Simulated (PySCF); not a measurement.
Below is a simulated gas-phase C 1s photoelectron spectrum of `[BH3-]C=C`.

Every computed line was given a Gaussian of 0.7 eV full width at half maximum and an area set by the number of equivalent atoms; the highest printed point is 100. Computed with delta-SCF UKS SCAN, pcX-2 on the ionised atom, pcseg-1 elsewhere, spin-free X2C in PySCF 2.14.0.

(binding energy (eV), intensity): (283.5, 0), (283.6, 1), (283.7, 2), (283.8, 5), (283.9, 11), (284.0, 21), (284.1, 35), (284.2, 53), (284.3, 73), (284.4, 90), (284.5, 100), (284.6, 100), (284.7, 90), (284.8, 73), (284.9, 53), (285.0, 35), (285.1, 20), (285.2, 11), (285.3, 5), (285.4, 2), (285.5, 1), (285.6, 0)

Question: Count the maxima, the lines and the sites behind this envelope.

Answer: The curve has 1 maximum (at 284.5 eV). Under it lie 2 lines from 2 inequivalent carbon sites. At this width some lines have no maximum of their own.

Question: Decompose the envelope and assign each component. Numbering: `[BH3-:1][CH:2]=[CH2:3]`.

Answer: 
```csv
position (eV),relative area,line,atoms,environment
284.47,1,C 1s,C2,alkene CH carbon
284.63,1,C 1s,C3,terminal =CH2 carbon
```

Question: What are the centre and the root-mean-square width of the whole band?

Answer: The area-weighted mean of the lines is 284.55 eV. Their own spread about it is 0.08 eV (rms) and each Gaussian has σ = 0.7/2.355 = 0.30 eV; the variances add, which gives 0.31 eV.

Question: Above which line width would these two lines show one maximum?

Answer: Two equal Gaussians merge once their distance is under 2σ = FWHM/1.177. With 0.16 eV between them that is a full width over 0.19 eV.

The 2 C 1s values lie within 0.16 eV of each other; Gaussian lines of 0.5 eV full width would blend them into one maximum.

No satellites, vibrations or lifetime broadening are included. The unrestricted hole states depart most from a pure doublet (⟨S²⟩ = 0.75; over 0.85 named) for C 1s of C2 (0.88), which makes this value less certain. The species carries charge -1, so core ionisation leaves a neutral species. The basis sets have no added diffuse functions. Isolated species at its PBE0-D3(BJ)/def2-SVP geometry, gas phase. The geometry's basis has no diffuse functions, a weakness for an anion.
